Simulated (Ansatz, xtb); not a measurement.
Relaxing a trial structure of CO2S2

The starting geometry of this gas-phase singlet was built from a drawn formula by distance geometry and a force field; its bonds are those of `[S-]/[O+]=C1/OS1`.

```yaml
atoms:
  - { symbol: C, position_ang: [-2.0289, 0.3806, -1.4822] }
  - { symbol: O, position_ang: [-1.9276, -0.4599, -0.5852] }
  - { symbol: O, position_ang: [-2.3260, 1.6778, -1.5290] }
  - { symbol: S, position_ang: [-1.4338, -1.9860, -1.0476] }
  - { symbol: S, position_ang: [-1.8620, 0.9306, -3.0026] }
```

Task: Where would you expect an optimisation with r2SCAN-D4/def2-SVP to take it?

Result: It rearranges to `O=C1OSS1`. Distances that change by over a tenth: C1–O3 (1.33 → 1.19 Å), C1–S5 (1.63 → 1.81 Å). Contacts that open: O3–S5 (1.72 → 2.74 Å). Contacts that close: S4–S5 (3.54 → 2.12 Å).

The energy falls by 4.07 eV over 11 steps:

```csv
step,E − E(last) (eV)
1,4.070
2,3.729
3,3.184
4,2.701
5,2.192
7,0.595
8,0.008
9,0.003
10,0.000
11,0.000
```

Final geometry (Å):

```xyz
5

C    -2.1018    0.7044   -1.3947
O    -1.9729   -0.3401   -0.5416
O    -2.4514    1.8021   -1.1098
S    -1.4324   -1.6160   -1.6135
S    -1.6199   -0.0073   -2.9870
```

From the same start GFN2-xTB reaches the same bonding as this run.

The end wasn't checked by frequencies. Run with Ansatz 0.2.0, 54 s on 1 thread of Arm Neoverse N1, on a shared host.
